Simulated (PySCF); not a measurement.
**Fractional electron number in Ar (argon, neutral)**

The 3p beta orbital of [Ar] is emptied in steps (occupation f), with all orbitals relaxed, ending at [Ne] 3s2 3p5. Calculation: PySCF 2.14, in def2-SVP; no relativity, point nucleus. The exact energy is a straight line in f; departures are measured from the line between the end points of the same method.

```csv
f,UHF (eV),LDA (eV),PBE (eV),PBE0 (eV),r2SCAN (eV),LC-wPBE (eV),BHandHLYP (eV),wB97X (eV),BLYP (eV),MN15 (eV)
1,0.000,0.000,0.000,0.000,0.000,0.000,0.000,0.000,0.000,0.000
0.9,0.097,-0.552,-0.535,-0.378,-0.494,-0.113,-0.228,-0.153,-0.540,-0.312
0.7,0.224,-1.288,-1.243,-0.878,-1.140,-0.258,-0.531,-0.352,-1.257,-0.719
0.5,0.264,-1.531,-1.473,-1.038,-1.337,-0.299,-0.631,-0.411,-1.493,-0.843
0.3,0.219,-1.284,-1.231,-0.865,-1.105,-0.244,-0.530,-0.339,-1.251,-0.693
0.1,0.093,-0.549,-0.523,-0.367,-0.466,-0.101,-0.227,-0.143,-0.534,-0.289
0,0.000,0.000,0.000,0.000,0.000,0.000,0.000,0.000,0.000,0.000
```

Task: For PBE0, how does the orbital energy at f = 1 compare with the removal energy?

Result: −ε = 11.449 eV against a total-energy difference of 15.662 eV. By Janak's theorem ε = ∂E/∂f, so the gap between them reflects the curvature. Along the path −ε is 12.309 (f = 0.9), 14.015 (f = 0.7), 15.698 (f = 0.5), 17.348 (f = 0.3), 18.946 (f = 0.1) eV.

| method | E(f=0) − E(f=1) (eV) | −ε at f=1 (eV) | −ε at f=0.5 (eV) |
| --- | --- | --- | --- |
| UHF | 14.613 | 15.698 | 14.598 |
| LDA | 15.811 | 9.674 | 15.822 |
| PBE | 15.562 | 9.613 | 15.599 |
| PBE0 | 15.662 | 11.449 | 15.698 |
| r2SCAN | 15.777 | 10.256 | 15.883 |
| LC-wPBE | 15.739 | 14.472 | 15.783 |
| BHandHLYP | 15.532 | 12.996 | 15.536 |
| wB97X | 15.741 | 14.031 | 15.782 |
| BLYP | 15.361 | 9.357 | 15.381 |
| MN15 | 15.702 | 12.215 | 15.777 |

Reference removal energy between the ground levels: 15.760 eV (measured; NIST Atomic Spectra Database, ionization energies). The calculation has no spin-orbit coupling. UHF lacks correlation.
